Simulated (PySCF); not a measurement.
Fractional electron number in C (carbon, neutral)

The 2p alpha orbital of [He] 2s2 2p2 is emptied in steps (occupation f), with all orbitals relaxed, ending at [He] 2s2 2p1. Computed with PySCF 2.14 in def2-TZVP (5s3p2d1f, 31 functions), with no relativity, point nucleus. The exact energy is a straight line in f; departures are measured from the line between the end points of the same method.

```csv
f,UHF (eV),LDA (eV),PBE (eV),PBE0 (eV),r2SCAN (eV),LC-wPBE (eV),BHandHLYP (eV),wB97X (eV),MN15 (eV),B3LYP (eV)
1,0.000,0.000,0.000,0.000,0.000,0.000,0.000,0.000,0.000,0.000
0.8,0.175,-0.906,-0.885,-0.625,-0.821,-0.163,-0.368,-0.207,-0.507,-0.682
0.6,0.252,-1.375,-1.339,-0.942,-1.232,-0.246,-0.555,-0.311,-0.764,-1.028
0.4,0.243,-1.389,-1.347,-0.945,-1.225,-0.245,-0.556,-0.307,-0.765,-1.032
0.2,0.156,-0.934,-0.900,-0.629,-0.807,-0.161,-0.371,-0.199,-0.507,-0.689
0,0.000,0.000,0.000,0.000,0.000,0.000,0.000,0.000,0.000,0.000
```

```tsv
method	E(f=0) − E(f=1) (eV)	−ε at f=1 (eV)	−ε at f=0.4 (eV)
UHF	10.801	11.941	10.554
LDA	11.682	6.095	12.774
PBE	11.532	6.054	12.625
PBE0	11.510	7.628	12.292
r2SCAN	11.666	6.550	12.740
LC-wPBE	11.672	10.664	11.886
BHandHLYP	11.348	9.064	11.806
wB97X	11.390	10.109	11.676
MN15	11.315	8.166	11.959
B3LYP	11.537	7.307	12.384
```

Orbital energy along the path (eV):

| f | UHF | LDA | PBE | PBE0 | r2SCAN | LC-wPBE | BHandHLYP | wB97X | MN15 | B3LYP |
| --- | --- | --- | --- | --- | --- | --- | --- | --- | --- | --- |
| 1 | -11.941 | -6.095 | -6.054 | -7.628 | -6.550 | -10.664 | -9.064 | -10.109 | -8.166 | -7.307 |
| 0.8 | -11.421 | -8.228 | -8.171 | -9.148 | -8.579 | -11.052 | -9.958 | -10.609 | -9.399 | -8.958 |
| 0.6 | -10.962 | -10.459 | -10.368 | -10.707 | -10.653 | -11.464 | -10.875 | -11.138 | -10.668 | -10.655 |
| 0.4 | -10.554 | -12.774 | -12.625 | -12.292 | -12.740 | -11.886 | -11.806 | -11.676 | -11.959 | -12.384 |
| 0.2 | -10.189 | -15.151 | -14.907 | -13.878 | -14.756 | -12.294 | -12.741 | -12.177 | -13.242 | -14.121 |
| 0 | -9.858 | -17.552 | -17.147 | -15.425 | -16.616 | -12.650 | -13.667 | -12.563 | -14.429 | -15.829 |

Reference removal energy between the ground levels: 11.260 eV (measured; NIST Atomic Spectra Database, ionization energies). The calculation has no spin-orbit coupling. UHF lacks correlation.
